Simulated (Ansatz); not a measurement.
Z-matrix (Å, degrees):
```
C
H 1 1.0896
H 1 1.0896 2 109.47
H 1 1.0896 2 109.47 3 120.00
H 1 1.0896 2 109.47 4 120.00
```
Charge 0, spin multiplicity 1.

Calculation: frozen-core CCSD(T)/cc-pVTZ // PBE0-D4/def2-TZVP (Ansatz, an electronic-structure program).

| Item | Result |
|---|---|
| HF energy | -40.21332 Ha |
| MP2 correlation energy | -0.19830 Ha |

Estimate the CCSD correlation energy, the (T) correction, the total energy and the T1 diagnostic.


* **CCSD correlation energy**: -0.21850 Ha
* **(T) correction**: -0.00629 Ha
* **CCSD(T) total energy**: -40.43810 Ha
* **T1 diagnostic**: 0.007
